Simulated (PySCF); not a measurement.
**Ionising BCl**

PBE0; B def2-TZVPPD, Cl def2-TZVPPD; no relativity (PySCF 2.14). Neutral (UKS): singlet (closed shell), Re = 1.718 Å, ωe = 839 cm⁻¹, De = 5.32 eV, HOMO -7.48 eV, LUMO -1.94 eV.

BCl⁺ (UKS): doublet (σ ↑), Re = 1.596 Å, ωe = 1154 cm⁻¹, De = 4.28 eV to B⁺ + Cl. The energies at the minima are -484.81190 hartree for BCl and -484.45599 for BCl⁺.

Question: Work out the adiabatic ionisation energy, without and with harmonic zero-point energies (1 hartree = 27.2114 eV, 1 eV = 8065.5 cm⁻¹), and the change of the bond length.

Answer: At PBE0: 0.35591 hartree = 9.685 eV between the minima; the zero-point term (1154.0 − 839.0)/2 cm⁻¹ = +0.020 eV makes it 9.704 eV. Re changes by -12.2 pm against the neutral. Minus the HOMO energy is 7.48 eV, -2.20 eV from the value between the minima; self-interaction puts the Kohn–Sham level too high, less so with exact exchange. The electron leaves a σ orbital, and the shorter bond of the ion fits an antibonding orbital, or a change in how ionic the bond is.

BCl⁻ (UKS): doublet (π ↑), Re = 1.890 Å, ωe = 516 cm⁻¹, De = 1.77 eV to B + Cl⁻. The energies at the minima are -484.81190 hartree for BCl and -484.81269 for BCl⁻.

Question: Work out the adiabatic electron affinity, without and with harmonic zero-point energies (1 hartree = 27.2114 eV, 1 eV = 8065.5 cm⁻¹), and the change of the bond length.

Answer: At PBE0: 0.00079 hartree = 0.021 eV between the minima; the zero-point term (839.0 − 516.0)/2 cm⁻¹ = +0.020 eV makes it 0.042 eV. Re changes by +17.2 pm against the neutral. The electron enters a π orbital, and the longer bond of the ion fits an antibonding orbital, or a change in how ionic the bond is.

For an ion De counts to the pair picked by the measured ionisation energies or electron affinities, which need not be the lowest pair at this level. The highest Kohn–Sham level is positive in this anion. Much of that is self-interaction error, but it also means that the finite basis helps to hold the extra electron. States were picked by a PBE0 search and need not be the measured ground states.
